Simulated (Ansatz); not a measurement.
## AlHO2 (SMILES [O]=[Al][OH]): the electronic atomisation energy, rung by rung

The species is AlHO2 (4 atoms), meant as a singlet with charge 0. SMILES: `[O]=[Al][OH]`. Geometry: a GFN2-xTB relaxation, a rough one for these elements and not checked as a minimum.

Each level gives the electronic atomisation energy (eV). The values are calculated. Electronic energies at fixed atoms, without zero-point motion or spin-orbit coupling.

| level | kind | program | value (eV) | less FCI/STO-3G | CPU time (all runs) |
| --- | --- | --- | --- | --- | --- |
| HF/STO-3G | Hartree–Fock | Ansatz | 6.88 | -3.65 | 0.16 s |
| BLYP/STO-3G | GGA | Ansatz | 14.87 | +4.34 | 0.99 s |
| r2SCAN/STO-3G | meta-GGA | Ansatz | 14.40 | +3.87 | 2.7 s |
| BHLYP/STO-3G | global hybrid | Ansatz | 12.17 | +1.64 | 0.95 s |
| HSE06/STO-3G | range-separated hybrid | Ansatz | 13.65 | +3.12 | 1.5 s |
| B2PLYP/STO-3G | double hybrid | Ansatz | 12.62 | +2.09 | 1.4 s |
| RPA@PBE/STO-3G | RPA | Ansatz | 9.75 | -0.78 | 1.6 s |
| CCSD/STO-3G | coupled cluster or CI | Ansatz | 10.06 | -0.47 | 0.29 s |
| FCI/STO-3G | exact in the basis | Ansatz | 10.53 | 0.00 | 6.8 s |

FCI/STO-3G is exact within its basis and frozen core, so for wave-function methods in that basis the difference is their error; functionals converge differently with the basis, so for them it is only a difference. The values span 6.88 to 14.87 eV. All rows use very small basis sets, so even the best lies far from the true value. CPU times are rough (shared hosts, several kinds of processor): they show what a rung costs within a factor of a few.
